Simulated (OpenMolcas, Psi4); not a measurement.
Exact exchange and the vertical energy of the triplet above the singlet of C2H6O (dimethyl ether)

C2H6O: 9 atoms, total charge 0, spin state singlet. SMILES: `COC`. The shape is that of a PBE0-D4/def2-TZVP optimisation.

The vertical energy of the triplet above the singlet y, in eV, basis cc-pVDZ; a is the functional's share of exact exchange. Programs: OpenMolcas 26.06, Psi4 1.11.

| functional | program | a | y (eV) |
| --- | --- | --- | --- |
| TPSS | OpenMolcas | 0 | 7.38 |
| revPBE | OpenMolcas | 0 | 7.18 |
| TPSSh | Psi4 | 0.1 | ? |
| B3LYP | OpenMolcas | 0.2 | 7.47 |
| PBE0 | OpenMolcas | 0.25 | 7.54 |
| BHLYP | OpenMolcas | 0.5 | 7.85 |

Problem. Fit y = c + s·a to the known rows and predict TPSSh.

Solution. 
1. Means of the 5 rows: a = 0.1900, y = 7.484.
2. Σ(Δa)² = 0.172, Σ(Δa·Δy) = 0.1942, so the slope is 0.1942/0.172 = 1.1291.
3. Intercept: 7.484 − (1.1291) × 0.1900 = 7.269. The largest residual of the fit is 0.11.
4. TPSSh: 7.269 + (1.1291) × 0.1 = 7.38 eV.

The run gave 7.52 eV, so the prediction is off by -0.14 eV, about the scatter of the fit. The rows mix families of semi-local functionals, which the line can't see.
